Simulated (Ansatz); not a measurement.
C3H6O2, SMILES `O=CCCO`, relaxed with RKS PBE0-D4/def2-TZVP in Ansatz 0.2.0 from a PBE-D4/def2-SVP geometry. The force threshold is 0.005 eV/Å; the program also tests the step.

Total charge 0; spin multiplicity 1.

Start:

```xyz
11

O    -2.596   -0.074   -0.339
C    -1.440    0.223   -0.549
C    -0.251   -0.696   -0.331
C     0.965    0.048    0.200
O     0.607    0.595    1.456
H    -1.162    1.242   -0.970
H    -0.559   -1.518    0.346
H    -0.002   -1.150   -1.318
H     1.253    0.844   -0.535
H     1.834   -0.652    0.268
H     1.351    1.138    1.772
```

Task: How much energy does the relaxation release, and in how many steps? (An estimate is asked.)

Result: The calculation gave: 1.26 kcal/mol, in 10 steps, 3 of them rejected.

Task: Which bonds change most? (An estimate is asked.)

Result: Ansatz gave: C2–H6 from 1.137 to 1.114 Å; C4–H10 from 1.118 to 1.097 Å; C4–H9 from 1.121 to 1.100 Å; C3–H7 from 1.109 to 1.092 Å.

Task: Give the relaxed structure. (Best estimate.)

Result: The calculation gave: 
```xyz
11

O    -2.571   -0.077   -0.372
C    -1.425    0.221   -0.555
C    -0.254   -0.694   -0.324
C     0.956    0.051    0.185
O     0.618    0.593    1.444
H    -1.157    1.228   -0.949
H    -0.552   -1.491    0.359
H    -0.011   -1.153   -1.291
H     1.225    0.846   -0.527
H     1.812   -0.631    0.257
H     1.358    1.108    1.773
```
